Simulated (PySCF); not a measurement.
# Do core-level shifts follow atomic charges?

Compound: 1,4-pentadiyne, C5H4.
Geometry (PBE0-D3(BJ)/def2-SVP, Å), atoms numbered from 1 in this order:
```xyz
9
C5H4 angstrom
C     -2.2010   -0.7429    0.0850
C     -1.2081   -0.0529    0.0569
C     -0.0158    0.7928    0.0234
C      1.2386    0.0461   -0.0592
C      2.2807   -0.5631   -0.1317
H     -3.0820   -1.3568    0.1088
H     -0.0836    1.4833   -0.8360
H      0.0008    1.4335    0.9229
H      3.2033   -1.1095   -0.1959
```

Binding energies: delta-SCF UKS SCAN, pcX-2 on the ionised atom, pcseg-1 elsewhere, spin-free X2C (PySCF). Charges: PBE0/pcSseg-1 ground-state density, for the ionised atom.

```csv
atom,environment,C 1s (eV),Mulliken (e),IAO (e),Hirshfeld (e),ESP (e)
C1,terminal alkyne carbon,290.47,-0.341,-0.233,-0.116,-0.557
C2,alkyne carbon,290.96,+0.153,-0.021,-0.039,+0.219
C3,propargylic carbon,292.65,-0.138,-0.280,-0.029,-0.408
```

Q: Give the correlation coefficient and slope of binding energy on charge for each scheme.

A: Hirshfeld: r = 0.75, slope 17.8 eV per e; Mulliken: r = 0.11, slope 0.5 eV per e; ESP: r = -0.12, slope -0.3 eV per e; IAO: r = -0.46, slope -3.8 eV per e. Hirshfeld charges have the highest r, on only 3 points.

Q: The point-charge model writes a binding energy as kq + V + constant, with V the potential of the other atoms' charges at the site. What does it give with the Mulliken charges?

A: V = Σ 14.40 eV Å × q/r over all other atoms: +3.41 eV at C1, -2.69 eV at C2, +4.75 eV at C3. Fitting binding energy − V to q gives k = 13.8 eV per e and leaves an rms residual of 0.88 eV, against 0.92 eV for the fit on q alone. The model has no term for differences in relaxation between sites.

The unrestricted hole states depart most from a pure doublet (⟨S²⟩ = 0.75; over 0.85 named) for C 1s of C2/C4 (0.88), which makes this value less certain. Geometry: PBE0-D3(BJ)/def2-SVP; no solvent, vibrations or thermal averaging.
